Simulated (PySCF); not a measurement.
# Reproducing measurements on CFCl3

**What was measured.**

From NIST CCCBDB Release 22 (SRD 101), experimental dipoles, for the gas: dipole moment (microwave Stark effect, vibrational ground state) 0.46 ± 0.02 D.

The results are set against them at the end.

CFCl3.
Atom-mapped SMILES: `[F:1][C:2]([Cl:3])([Cl:4])[Cl:5]`

Geometry (GFN2-xTB, Å), atoms numbered from 1 in this order:
```
atom  x, y, z in Å
F1     0.0603   -0.1410    1.3961
C2     0.0046   -0.0063    0.0667
Cl3   -0.4579    1.6606   -0.3126
Cl4    1.6028   -0.3706   -0.6039
Cl5   -1.2011   -1.1397   -0.5634
```

The PySCF runs (gas phase, on this GFN2-xTB geometry; no spin–orbit coupling):

```json
{"level": "B3LYP/pcSseg-1", "job": "shieldings", "basis functions": "106"}
{"level": "B97-D/pcSseg-1", "job": "shieldings", "basis functions": "106"}
{"level": "BLYP/pcSseg-1", "job": "shieldings", "basis functions": "106"}
{"level": "BP86/pcSseg-1", "job": "shieldings", "basis functions": "106"}
{"level": "HF/pcSseg-1", "job": "shieldings", "basis functions": "106"}
{"level": "KT2/pcSseg-1", "job": "shieldings", "basis functions": "106"}
{"level": "KT3/pcSseg-1", "job": "shieldings", "basis functions": "106"}
{"level": "LDA/pcSseg-1", "job": "shieldings", "basis functions": "106"}
{"level": "OPBE/pcSseg-1", "job": "shieldings", "basis functions": "106"}
{"level": "PBE/pcSseg-1", "job": "shieldings", "basis functions": "106"}
{"level": "PBE0/def2-QZVP", "job": "shieldings", "basis functions": "324"}
{"level": "PBE0/pcX-1", "job": "shieldings", "basis functions": "168"}
```

**Comparison with experiment**

**Dipole moment.** Measured: 0.46 D (NIST CCCBDB Release 22 (SRD 101), experimental dipoles).

| level | computed (D) | computed − measured (D) | % (from the printed values) |
| --- | --- | --- | --- |
| B3LYP/pcSseg-1 | 0.42 | -0.04 | -9 |
| B97-D/pcSseg-1 | 0.34 | -0.12 | -26 |
| BLYP/pcSseg-1 | 0.34 | -0.12 | -26 |
| BP86/pcSseg-1 | 0.33 | -0.13 | -28 |
| HF/pcSseg-1 | 0.56 | +0.10 | +22 |
| KT2/pcSseg-1 | 0.36 | -0.10 | -22 |
| KT3/pcSseg-1 | 0.32 | -0.14 | -30 |
| LDA/pcSseg-1 | 0.38 | -0.08 | -17 |
| OPBE/pcSseg-1 | 0.27 | -0.19 | -41 |
| PBE/pcSseg-1 | 0.32 | -0.14 | -30 |
| PBE0/def2-QZVP | 0.37 | -0.09 | -20 |
| PBE0/pcX-1 | 0.41 | -0.05 | -11 |

Closest is B3LYP/pcSseg-1 (-0.04 D), furthest OPBE/pcSseg-1 (-0.19 D); one molecule doesn't rank methods. The computed dipoles belong to one fixed geometry; measured ones are averaged over vibrations unless marked μe. Magnitudes are compared, not signs.

The geometry is computed, not the measured one. Where a level misses, the cause wasn't examined.
